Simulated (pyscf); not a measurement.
PySCF, gas phase, ωB97X-D3(BJ)/def2-SVP geometries.

SMILES: [NH2][Ga]=[O]
```xyz
5

N     -0.2802     0.3079    -1.0709
Ga     0.9663     0.5266     0.1971
O      2.1376     0.7811     1.3182
H     -1.2332     0.5999    -0.8770
H     -0.2709    -0.5409    -1.6279
```

Question: What is the homolytic dissociation enthalpy (298 K, ωB97M-D3(BJ)/def2-TZVP) of the Ga–N bond of H₂N–Ga=O (SMILES [NH2][Ga]=[O]), to NH₂• + [O=Ga]•?

Answer: Ga–N to NH₂• + [O=Ga]•: 3.20 eV. The 7 functionals that were run give +3.00 (B3LYP-D3(BJ)) to +3.36 eV (ωB97X-D3(BJ)). The radicals are drawn with the spin at the cut bond; how far it spreads was not checked. The term symbol of open-shell O=Ga was not checked; spin-orbit terms are left out. Elements up to Kr have no core potential and no relativistic terms here.
